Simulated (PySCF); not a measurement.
## SMILES COc1cc1=O, C₄H₄O₂

Molfile (atoms numbered from 1):
```
C4H4O2
     RDKit          3D

 10 10  0  0  0  0  0  0  0  0999 V2000
   -1.6718   -0.3821    0.2322 C   0  0  0  0  0  0  0  0  0  0  0  0
   -0.4415   -1.0663    0.5007 O   0  0  0  0  0  0  0  0  0  0  0  0
    0.6360   -0.3788    0.1970 C   0  0  0  0  0  0  0  0  0  0  0  0
    1.9871   -0.4451    0.2180 C   0  0  0  0  0  0  0  0  0  0  0  0
    1.3906    0.7579   -0.2894 C   0  0  0  0  0  0  0  0  0  0  0  0
    1.4626    1.8644   -0.7584 O   0  0  0  0  0  0  0  0  0  0  0  0
   -2.4707   -1.0709    0.5284 H   0  0  0  0  0  0  0  0  0  0  0  0
   -1.7350    0.5433    0.8230 H   0  0  0  0  0  0  0  0  0  0  0  0
   -1.7562   -0.1457   -0.8385 H   0  0  0  0  0  0  0  0  0  0  0  0
    2.8644   -1.0416    0.4710 H   0  0  0  0  0  0  0  0  0  0  0  0
  1  2  1  0
  2  3  1  0
  3  4  2  0
  4  5  1  0
  5  6  2  0
  5  3  1  0
  1  7  1  0
  1  8  1  0
  1  9  1  0
  4 10  1  0
M  END
```

Method: UKS PBE0/cc-pVDZ four-point reorganisation energy, gas phase in PySCF 2.14.0. Geometry: PBE0/cc-pVDZ.

Task: What is the inner reorganisation energy for hole transfer, with the ionisation energy?

Result: λ = 0.307 (surface of the oxidised species) + 0.502 (surface of the starting species) = 0.809 eV. The ionisation energy is 9.06 eV vertical and 8.75 eV adiabatic without zero-point energy; at the relaxed geometry of the oxidised species the two energies differ by 8.25 eV. Largest bond changes: C5–C3 1.448 → 1.528 Å, O2–C3 1.314 → 1.255 Å, C1–O2 1.433 → 1.477 Å, C4–C5 1.435 → 1.400 Å, C3–C4 1.353 → 1.337 Å. ⟨S²⟩ of the relaxed oxidised species 0.759.
